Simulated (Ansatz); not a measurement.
Write a Python script for the Python package of Ansatz (0.2.0) that makes the energy of protonation at one site of AlBH4O, SMILES O[BH][AlH2]. Settings (for the species named): r2SCAN, def2-SVP basis, multiplicity 1.

```yaml
atoms:
  - { symbol: O, position_ang: [-1.6515, 0.2651, -0.6549] }
  - { symbol: B, position_ang: [-0.2535, 0.1948, -0.7919] }
  - { symbol: Al, position_ang: [0.8886, 0.0006, 0.8852] }
  - { symbol: H, position_ang: [-1.9537, -0.6129, -0.7142] }
  - { symbol: H, position_ang: [0.2585, 0.2231, -1.8755] }
  - { symbol: H, position_ang: [0.2378, -0.0237, 2.3405] }
  - { symbol: H, position_ang: [2.5350, -0.1150, 0.7651] }
```

The script, `albh4o.py`:
```python
"""Adding a proton to AlBH4O."""

import logging
import sys

import ansatz as az
import numpy as np

logging.basicConfig(stream=sys.stdout, format="%(name)s: %(message)s")
log = logging.getLogger("run")
log.setLevel(logging.INFO)

config = {
    "basis": "def2-SVP",
    "functional": "r2SCAN",
    "charge": 1,
    "fmax": 0.01,
}

GEOMETRY = """
O    -1.65150    0.26510   -0.65490
B    -0.25350    0.19480   -0.79190
Al    0.88860    0.00060    0.88520
H    -1.95370   -0.61290   -0.71420
H     0.25850    0.22310   -1.87550
H     0.23780   -0.02370    2.34050
H     2.53500   -0.11500    0.76510
"""


def main() -> None:
    mol = az.Crystal.molecule()
    for line in GEOMETRY.strip().splitlines():
        symbol, *xyz = line.split()
        mol = mol.atom(symbol, [float(v) for v in xyz])

    calculation = (
        mol.calculation()
        .basis(gaussian=config["basis"])
        .functional(config["functional"])
    )
    symbols = [site.symbol for site in mol.cartesian_sites]
    start = np.array([site.position_ang for site in mol.cartesian_sites], dtype=float)
    data = calculation.relax(force_tolerance=0.01).run().report
    end = np.array(data["positions_ang"])

    # put the proton on the side away from the neighbours, slightly off axis
    away = sum((end[0] - end[j]) / np.linalg.norm(end[0] - end[j]) for j in [1, 3]) + np.array([0.15, 0.1, -0.2])
    proton = end[0] + 1.0 * away / np.linalg.norm(away)
    acid = az.Crystal.molecule()
    for symbol, place in zip(symbols, end):
        acid = acid.atom(symbol, place.tolist())
    acid = acid.atom("H", proton.tolist())
    protonated = acid.calculation()
    protonated = protonated.basis(gaussian=config["basis"])
    protonated = protonated.functional(config["functional"])
    protonated = protonated.charge(config["charge"])
    protonated = protonated.relax(force_tolerance=config["fmax"], max_steps=80)
    after = protonated.run().report
    xyz = np.array(after["positions_ang"])
    reach = np.linalg.norm(xyz[:-1] - xyz[-1], axis=1)
    log.info(f"base {data['free_energy_ev']:.5f} eV, protonated {after['free_energy_ev']:.5f} eV")
    log.info(f"the proton ends {reach.min():.3f} A from {symbols[reach.argmin()]}{reach.argmin()}")
    log.info(f"electronic proton affinity {(data['free_energy_ev'] - after['free_energy_ev']):.3f} eV")


if __name__ == "__main__":
    main()
```

```console
$ python albh4o.py
run: base -9378.67411 eV, protonated -9386.40997 eV
run: the proton ends 0.977 A from O0
run: electronic proton affinity 7.736 eV
```

Notes:
- Total energies depend on the basis set; only differences at equal settings carry meaning.
- The proton is put on one chosen atom, which needn't be the most basic site, so the molecule's proton affinity can be higher; the ends are stationary points, not checked by frequencies, and zero-point and thermal terms count only where printed.
- Timing: 81 s on 1 thread of Arm Neoverse V2, on a shared host, peak memory 0.22 GiB.
